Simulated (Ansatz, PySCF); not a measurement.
Dissociation curve of SiO, singlet.

Computed with: UCCSDT = CCSDT on UHF/cc-pVTZ, frozen core run with Ansatz (an electronic-structure program); RHF/cc-pVTZ (PySCF); UHF/cc-pVTZ (PySCF); UCCSD = CCSD on UHF/cc-pVTZ, frozen core run with Ansatz.

Energies are in kcal/mol, each relative to the lowest point of its own curve near equilibrium.

| R / Å | UCCSDT | RHF | UHF | UCCSD |
|---|---|---|---|---|
| 1.14 | 222.4 | 203.2 | 203.2 | 218.4 |
| 1.20 | 137.9 | 121.2 | 121.2 | 134.4 |
| 1.29 | 59.1 | 46.7 | 46.7 | 56.3 |
| 1.37 | 21.8 | 13.6 | 13.6 | 19.8 |
| 1.43 | 7.3 | 2.6 | 2.6 | 6.0 |
| 1.47 | 2.3 | 0.0 | 0.0 | ? |
| 1.51 | 0.2 | 0.4 | 0.4 | 0.0 |
| 1.53 | 0.0 | 1.4 | 1.4 | 0.1 |
| 1.61 | 3.9 | 10.5 | 10.5 | 5.3 |
| 1.65 | 7.9 | 17.2 | 17.2 | 10.0 |
| 1.75 | 21.4 | 37.9 | 32.5 | 26.2 |
| 1.87 | 41.4 | ? | 47.5 | 48.8 |
| 2.05 | 72.6 | 110.7 | 69.5 | 82.9 |
| 2.29 | 109.5 | 159.0 | 93.9 | 118.8 |
| 2.50 | — | 183.7 | 102.0 | 144.5 |
| 2.76 | — | 200.8 | 104.2 | 162.5 |
| 2.99 | — | 209.7 | ? | ? |
| 3.33 | — | 217.2 | 105.9 | 170.3 |
| 3.73 | — | 221.7 | 106.4 | 171.4 |
| 4.10 | — | 223.8 | 106.8 | 171.9 |
| 4.50 | — | 224.9 | 107.1 | ? |
| 5.21 | — | 225.7 | 107.3 | 172.6 |
| 6.02 | — | 226.1 | ? | 172.7 |

### Question
Some entries are withheld; supply them.

### Answer

- 1.47, UCCSD: 1.6
- 1.87, RHF: 66.6
- 2.99, UHF: 105.1
- 2.99, UCCSD: 167.9
- 4.50, UCCSD: 172.3
- 6.02, UHF: 107.4

Dashes: no converged value, or the column stops at the first point that the program doubted or that broke a chosen test of continuity, which isn't proof of a fault.

The unrestricted solution behind UCCSDT, UHF, UCCSD changes between 2.29 and 2.50 Å, which can leave a kink. The unrestricted determinant behind UCCSDT, UHF, UCCSD is spin-contaminated at 1.75 to 6.02 Å (<S²> up to 2.0, against 0.00 for a pure singlet). The restricted form behind RHF keeps the bonding electrons paired and can't separate into open-shell fragments.
